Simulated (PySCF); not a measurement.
**methyl isobutyl sulfide (SMILES CSCC(C)C)**

Cartesian coordinates in Å; atom numbers follow the order of the lines, from 1:
```xyz
18

C     2.7726   -0.0300    0.1214
S     1.6460    1.3780    0.0632
C     0.2882    0.6712   -0.9078
C    -0.5498   -0.4059   -0.2171
C    -1.5644   -0.9784   -1.2017
C    -1.2246    0.1202    1.0420
H     3.0247   -0.3798   -0.8919
H     3.6936    0.3196    0.6084
H     2.3675   -0.8674    0.7088
H    -0.3489    1.5347   -1.1646
H     0.7014    0.2906   -1.8575
H     0.1323   -1.2252    0.0751
H    -2.2708   -0.1997   -1.5350
H    -2.1548   -1.7850   -0.7403
H    -1.0741   -1.3902   -2.0978
H    -1.7698   -0.6797    1.5661
H    -1.9506    0.9126    0.7929
H    -0.4843    0.5496    1.7331
```

Method used: TDDFT CAM-B3LYP/aug-cc-pVDZ excited states, vertical, gas phase in PySCF. Geometry: PBE0-D3(BJ)/def2-SVP.

Q: How strongly do the lowest singlets absorb one photon, and two photons of half the energy?

A: δ for parallel linear polarisation; σ at the peak of a Lorentzian of half width 0.1 eV, single beam; Ω is circular over linear.
| state | E (eV) | f | photon λ (nm) | δ (au) | σ (GM) | Ω | main |
| --- | --- | --- | --- | --- | --- | --- | --- |
| S1 | 5.37 | 0.000 | 461 | 25.9 | 0.27 | 1.46 | HOMO→LUMO+1 0.39, HOMO→LUMO 0.29 |
| S2 | 5.65 | 0.010 | 439 | 87.4 | 1.02 | 1.32 | HOMO→LUMO 0.41, HOMO→LUMO+3 0.14 |
| S3 | 6.04 | 0.025 | 410 | 19.7 | 0.26 | 1.08 | HOMO→LUMO+3 0.50, HOMO→LUMO+6 0.16 |
| S4 | 6.26 | 0.019 | 396 | 29 | 0.42 | 1.32 | HOMO→LUMO+2 0.70, HOMO→LUMO+5 0.10 |
| S5 | 6.60 | 0.003 | 376 | 28.7 | 0.46 | 1.01 | HOMO→LUMO+1 0.28, HOMO→LUMO+13 0.18 |
| S6 | 6.71 | 0.000 | 370 | 29.4 | 0.48 | 0.50 | HOMO→LUMO+1 0.19, HOMO→LUMO+10 0.14 |

Among these, the strongest one-photon state is S3, the strongest two-photon state S2, with a dipole change of 5.4 D (relaxed, norm of the difference vector).
